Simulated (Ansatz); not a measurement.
CrB2: experiment and calculation

**What was measured.**

From “Low-temperature properties of single-crystal CrB2”, 2014, arxiv:1412.1629, for a bulk crystal of CrB2: lattice constant a 2.972 Å.

The results are compared with them further down.

Theory: DFT r2SCAN, scalar-relativistic, plane waves, PAW (Ansatz).

Settings: cutoff 500 eV, Γ-centred mesh 18×18×14 on the computed 3-atom cell, Gaussian smearing of 0.10 eV; collinear spin from starting moments 2.18 0 0 μB.

Relaxed structure, symmetry kept:

```
CELL_PARAMETERS angstrom
2.98023 0.00000 0.00000
-1.49012 2.58096 0.00000
0.00000 0.00000 3.05485
ATOMIC_POSITIONS crystal
Cr 0.00000 0.00000 0.00000
B 0.33333 0.66667 0.50000
B 0.66667 0.33333 0.50000
```

| Item | Value |
| --- | --- |
| Space group | P6/mmm (No. 191) |
| Volume per atom | 7.83 Å³ |
| Formation energy from the elements' standard states (uncorrected) | -0.342 eV/atom |
| Generalised Kohn–Sham band gap | none (metal) |
| Density of states at the Fermi level | 0.96 states/eV per cell |
| Löwdin character within 0.5 eV of the Fermi level | Cr 3d 82 %, B 2p 16 % |
| Bulk modulus | 235 GPa |
| Its pressure derivative | 4.0 |
| Bader charges (e) | Cr (1 in the cell) 1.14, B (2 in the cell) -0.57 |
| Total moment | 2.00 μB per cell |
| Site moments (μB; atoms counted from 1 over the whole cell) | Cr (atom 1) 1.98, B (atom 2) -0.04, B (atom 3) -0.04 |

The state reached may not be the lowest one.

Only this magnetic start was tried.

Measured lattice constant a of CrB2: 2.972 Å (the paper above). This calculation gives 2.980 Å (+0.3 %). The calculation is for 0 K without zero-point motion.

Cost: 9 runs of about 42 core-minutes in all, on Intel Xeon Processor @ 2.50GHz (Skylake/Cascade Lake) (shared hosts).